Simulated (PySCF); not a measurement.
Rotational lines of NaCl

Lines J+1 ← J of the vibrational ground state, computed from RHF-CCSD(T) constants of NaCl, ¹Σ⁺ (singlet), closed shell (Na def2-SVPD, Cl def2-SVPD; no relativity (PySCF 2.14); masses 22.9898 and 34.9689 u), in MHz:

```csv
J,ν (MHz)
0,12407.2
1,24814.1
2,37220.7
3,49626.5
4,62031.6
```

Task: Find B0 and the effective bond length r0; with αe = 0.00154 cm⁻¹, find Re.

Result: ν = 2B0(J+1) − 4D(J+1)³ gives B0 = 0.20693 cm⁻¹. With the reduced mass μred = 13.871 u, r0 = √(16.8576/(μred·B0)) (u, cm⁻¹, Å) = 2.4235 Å. Be = B0 + αe/2 = 0.20770 cm⁻¹ gives Re = 2.419 Å.

Correlated steps freeze 6 core orbitals. Correlated levels converge slowly with the basis: in double zeta they bind strong bonds too weakly, by up to about 1 eV, and carry superposition errors of some tenths. Where the molecule has an RHF reference, its open-shell atoms are computed with UHF.
